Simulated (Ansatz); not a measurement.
# The cluster B₂As: the relaxed shape and its frontier levels

What does the cluster B₂As look like as a doublet, and where do its frontier electrons sit?

Computed with Ansatz 0.2.0, Gaussian basis. Level: UKS PBE0-D4/def2-TZVP.

Plan: relaxation at PBE-D4/def2-TZVP; a single point at PBE0-D4/def2-TZVP.

1 further run of the same task is left out (set aside as unsound or not needed). Runs told in other sessions of the task aren't counted.

## (1) Where the work starts

3 atoms, charge 0, spin multiplicity 2.

Atoms are counted from 1 here; the program's logs count them from 0.

Bond lengths: B1–B2 1.485 Å, B1–As3 2.143 Å, B2–As3 1.822 Å. Angles: B2–B1–As3 56.9°, B1–B2–As3 80.1°, B1–As3–B2 43.0°.

The start is a GFN2-xTB geometry.

## (2) Optimising with PBE-D4/def2-TZVP

The input, in.yaml:

```yaml
crystal:
  periodic: [false, false, false]
  atoms:
    - {symbol: B, position_ang: [1.051770, -0.187740, 0.000200]}
    - {symbol: B, position_ang: [-0.305180, -0.789990, -0.005960]}
    - {symbol: As, position_ang: [-0.746580, 0.977730, 0.005760]}
basis:
  gaussian: {orbitals: def2-TZVP}
magnetization: {spin_polarized: true, initial_magnetization: 1}
hamiltonian: {xc: pbe, dispersion: d4}
scf: {lower_state_search: "off"}
output: {orbitals: {seedname: orbitals}}
relax: {f_tol: 0.02, max_steps: 100}
```

Started as:

```sh
> ansatz run in.yaml --threads 4 --pin off --events-out ev --progress --plain --max-ram 3916MiB
```

The log of the run, shortened:

```text
Functional definition: PBE
  name "PBE"
  cite "Perdew, Burke & Ernzerhof, Phys. Rev. Lett. 77, 3865 (1996) doi:10.1103/PhysRevLett.77.3865"
  parent pbe
[...]
711 factors; their error is unknown
[...]
mean field -62178.27576459 eV, -2285.0094883996 hartree, gradient 5.7e-6 eV, S^2 0.762553; 0 other end points of the search recorded, 0 dependent functions left out
[...]
reference -62178.27579530 eV, -2285.0094895281 hartree; 22, 21 occupied and 88, 89 virtual orbitals, 711 factors
relax step   1: F+E_penalty+E_count = -62178.35532803 eV  Δ(F+E_penalty+E_count) = +0.000e0 eV  max|allowed force component| = 1.437e0 eV/Å  Δτ_max = 0.0000 Å  (24 SCF iters, accepted)
[...]
relax step   5: F+E_penalty+E_count = -62178.40234857 eV  Δ(F+E_penalty+E_count) = -3.733e-5 eV  max|allowed force component| = 2.601e-2 eV/Å  Δτ_max = 0.0028 Å  (29 SCF iters, accepted)
[...]
relax step   6: F+E_penalty+E_count = -62178.40236325 eV  Δ(F+E_penalty+E_count) = -1.467e-5 eV  max|allowed force component| = 1.155e-3 eV/Å  Δτ_max = 0.0006 Å  (21 SCF iters, accepted)
Total energy: -62178.40239400 eV, -2285.0141419448 hartree
Atom 0 at     1.061553    -0.162397     0.000391 Å, force     0.000727     0.000012     0.000001 eV/Å
Atom 1 at    -0.330527    -0.818237    -0.006194 Å, force    -0.000216    -0.001155    -0.000008 eV/Å
Atom 2 at    -0.731016     0.980634     0.005803 Å, force    -0.000510     0.001143     0.000007 eV/Å
Dipole moment:    -0.187759     0.125080     0.000604 e Å
Checks for a lower state left out: stability, starts, cluster_reference, orbital_swaps, neighbouring_geometries, increment
```

It took 4.6 s on 4 threads of Arm Neoverse V1, shared host.

Along the way:

```tsv
step	energy from step 1 (eV)	largest force component (eV/Å)
1	0.0000	1.4367
2	-0.0388	0.4865
3	-0.0468	0.0370
4	-0.0470	0.0270
5	-0.0470	0.0260
6	-0.0470	0.0012
```

Distances of close pairs at the start and the end, largest changes first:

```tsv
bond	before (Å)	after (Å)	change (Å)
B1–B2	1.485	1.539	+0.054
B2–As3	1.822	1.843	+0.021
B1–As3	2.143	2.126	-0.017
```

Bonds by kind at the end (by distance):

```tsv
bond	count	shortest (Å)	longest (Å)
As–B	2	1.843	2.126
B–B	1	1.539	1.539
```

## (3) Single point, PBE0-D4/def2-TZVP

start.molden holds the orbitals of an earlier run on this state, given as this run's starting guess.

The input, in.yaml:

```yaml
crystal:
  periodic: [false, false, false]
  atoms:
    - {symbol: B, position_ang: [1.061553, -0.162397, 0.000391]}
    - {symbol: B, position_ang: [-0.330527, -0.818237, -0.006194]}
    - {symbol: As, position_ang: [-0.731016, 0.980634, 0.005803]}
basis:
  gaussian: {orbitals: def2-TZVP, initial_orbitals: start.molden}
magnetization: {spin_polarized: true, initial_magnetization: 1}
hamiltonian: {xc: pbe0, dispersion: d4}
output: {forces: true, orbitals: {seedname: orbitals}}
```

The command is unchanged.

The log of the run, shortened:

```text
Functional definition: PBE0
  name "PBE0"
  cite "Adamo & Barone, J. Chem. Phys. 110, 6158 (1999) doi:10.1063/1.478522"
  cite "Perdew, Burke & Ernzerhof, Phys. Rev. Lett. 77, 3865 (1996) doi:10.1103/PhysRevLett.77.3865"
  parent pbe
[...]
761 factors; their error is unknown
[...]
mean field -62180.10386086 eV, -2285.0766696984 hartree, gradient 2.4e-5 eV, S^2 0.773188; 5 other end points of the search recorded, 0 dependent functions left out
[...]
reference -62180.10388407 eV, -2285.0766705516 hartree; 22, 21 occupied and 88, 89 virtual orbitals, 761 factors
Total energy: -62180.16982054 eV, -2285.0790936720 hartree
Atom 0 at     1.061553    -0.162397     0.000391 Å, force    -0.251030    -0.003993    -0.000389 eV/Å
Atom 1 at    -0.330527    -0.818237    -0.006194 Å, force     0.039296     0.557828     0.003955 eV/Å
Atom 2 at    -0.731016     0.980634     0.005803 Å, force     0.211734    -0.553835    -0.003566 eV/Å
Dipole moment:    -0.161091     0.102793     0.000487 e Å
```

Run time: 3.4 s. Hardware: 4 threads of Arm Neoverse V1, shared host.

From the report: HOMO -6.91 eV, LUMO -3.27 eV (over both spins); ⟨S²⟩ 0.773 (pure: 0.75).

Mulliken charges, from this run's orbitals:

```tsv
atom	value (e)
B1	-0.10
B2	-0.01
As3	0.11
```

Mulliken spin populations:

```tsv
atom	value (e)
B1	0.93
B2	0.13
As3	-0.06
```

Largest Mayer bond orders: B2–As3 1.86; B1–B2 1.57; B1–As3 1.10.

## (4) Outcome

```
                                         quantity                           value
                                      point group                              Cs
                                   commonest bond  As–B, 2 of mean length 1.984 Å
HOMO, LUMO at PBE0-D4/def2-TZVP (over both spins)                 -6.91, -3.27 eV
                                             ⟨S²⟩                           0.773
                       dipole at PBE-D4/def2-TZVP                          1.08 D
```

What this shows: The molecule keeps its bonding pattern by the stored test; the atoms moved 0.03 Å (rms). No usable vibrations, so a minimum isn't proven. Whether this spin is the lowest isn't tested here.
